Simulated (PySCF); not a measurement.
**Atomic charges against the basis set**

Compound: cyclobutane, C₄H₈.
Atom-mapped SMILES: `[CH2:1]1[CH2:2][CH2:3][CH2:4]1` (hydrogens: H5, H6 on C1; H7, H8 on C2; H9, H10 on C3; H11, H12 on C4)

PBE0 throughout (PySCF), one geometry, spherical d and f functions. Geometry: PBE0-D3(BJ)/def2-SVP; no solvent, vibrations or thermal averaging. Atoms taken as equivalent share a column and are averaged.

Mulliken charges (e):

```tsv
basis	functions	C1/C2/C3/C4	H5 (×8)
STO-3G	28	-0.147	+0.073
6-31G	52	-0.327	+0.163
pcSseg-0	52	-0.490	+0.245
6-31G*	72	-0.335	+0.168
def2-SVP	96	-0.082	+0.041
cc-pVDZ	96	-0.068	+0.034
6-311+G(2d,p)	156	-0.230	+0.115
aug-cc-pVDZ	164	+0.716	-0.358
def2-TZVP	172	-0.196	+0.098
IGLO-III	220	-0.207	+0.103
cc-pVTZ	232	-0.171	+0.085
```

IAO charges (e):

| basis | functions | C1/C2/C3/C4 | H5 (×8) |
| --- | --- | --- | --- |
| STO-3G | 28 | -0.257 | +0.129 |
| 6-31G | 52 | -0.272 | +0.136 |
| pcSseg-0 | 52 | -0.278 | +0.139 |
| 6-31G* | 72 | -0.257 | +0.129 |
| def2-SVP | 96 | -0.252 | +0.126 |
| cc-pVDZ | 96 | -0.258 | +0.129 |
| 6-311+G(2d,p) | 156 | -0.266 | +0.133 |
| aug-cc-pVDZ | 164 | -0.265 | +0.133 |
| def2-TZVP | 172 | -0.266 | +0.133 |
| IGLO-III | 220 | -0.267 | +0.133 |
| cc-pVTZ | 232 | -0.267 | +0.133 |

Hirshfeld charges (e):

```
        basis  functions  C1/C2/C3/C4  H5 (×8)
       STO-3G         28       -0.024   +0.012
        6-31G         52       -0.061   +0.031
     pcSseg-0         52       -0.060   +0.030
       6-31G*         72       -0.063   +0.031
     def2-SVP         96       -0.068   +0.034
      cc-pVDZ         96       -0.066   +0.033
6-311+G(2d,p)        156       -0.075   +0.038
  aug-cc-pVDZ        164       -0.079   +0.040
    def2-TZVP        172       -0.076   +0.038
     IGLO-III        220       -0.079   +0.039
      cc-pVTZ        232       -0.075   +0.037
```

ESP-fitted charges (e):

| basis | functions | C1/C2/C3/C4 | H5 (×8) |
| --- | --- | --- | --- |
| STO-3G | 28 | -0.115 | +0.058 |
| 6-31G | 52 | -0.096 | +0.048 |
| pcSseg-0 | 52 | -0.122 | +0.061 |
| 6-31G* | 72 | -0.096 | +0.048 |
| def2-SVP | 96 | -0.063 | +0.031 |
| cc-pVDZ | 96 | -0.064 | +0.032 |
| 6-311+G(2d,p) | 156 | -0.076 | +0.038 |
| aug-cc-pVDZ | 164 | -0.072 | +0.036 |
| def2-TZVP | 172 | -0.072 | +0.036 |
| IGLO-III | 220 | -0.071 | +0.036 |
| cc-pVTZ | 232 | -0.070 | +0.035 |

Some averages cover members that differ in this geometry, most widely: H5 (×8), ESP-fitted in pcSseg-0 +0.037 to +0.085; H5 (×8), ESP-fitted in def2-TZVP +0.014 to +0.059; H5 (×8), ESP-fitted in 6-311+G(2d,p) +0.016 to +0.061; H5 (×8), ESP-fitted in cc-pVTZ +0.014 to +0.057 e.

Problem. Which scheme is steadiest as the basis changes?

Solution. Largest range over the bases for any column: IAO 0.03 e, Hirshfeld 0.06 e, ESP-fitted 0.06 e, Mulliken 1.21 e. IAO charges move least and Mulliken charges most, counted in e. Without the minimal STO-3G basis the ranges are IAO 0.03, Hirshfeld 0.02, ESP-fitted 0.06, Mulliken 1.21 e.

Problem. How much do the charges still move between the two largest bases, IGLO-III and cc-pVTZ?

Solution. At most, over all atoms: Mulliken 0.036 e, IAO 0.000 e, Hirshfeld 0.004 e, ESP-fitted 0.002 e.

Problem. What do the same runs give for the total energy and the frontier levels?

Solution. 
```json
{"basis": "STO-3G", "energy (Eh)": "-155.1757", "HOMO (eV)": "-7.38", "LUMO (eV)": "9.31"}
{"basis": "6-31G", "energy (Eh)": "-156.9764", "HOMO (eV)": "-8.50", "LUMO (eV)": "2.92"}
{"basis": "pcSseg-0", "energy (Eh)": "-156.6570", "HOMO (eV)": "-8.77", "LUMO (eV)": "2.33"}
{"basis": "6-31G*", "energy (Eh)": "-157.0146", "HOMO (eV)": "-8.41", "LUMO (eV)": "2.93"}
{"basis": "def2-SVP", "energy (Eh)": "-156.9060", "HOMO (eV)": "-8.60", "LUMO (eV)": "1.93"}
{"basis": "cc-pVDZ", "energy (Eh)": "-157.0244", "HOMO (eV)": "-8.50", "LUMO (eV)": "1.96"}
{"basis": "6-311+G(2d,p)", "energy (Eh)": "-157.0591", "HOMO (eV)": "-8.59", "LUMO (eV)": "0.61"}
{"basis": "aug-cc-pVDZ", "energy (Eh)": "-157.0329", "HOMO (eV)": "-8.55", "LUMO (eV)": "0.04"}
{"basis": "def2-TZVP", "energy (Eh)": "-157.0704", "HOMO (eV)": "-8.56", "LUMO (eV)": "1.35"}
{"basis": "IGLO-III", "energy (Eh)": "-157.0762", "HOMO (eV)": "-8.58", "LUMO (eV)": "0.94"}
{"basis": "cc-pVTZ", "energy (Eh)": "-157.0687", "HOMO (eV)": "-8.56", "LUMO (eV)": "1.34"}
```
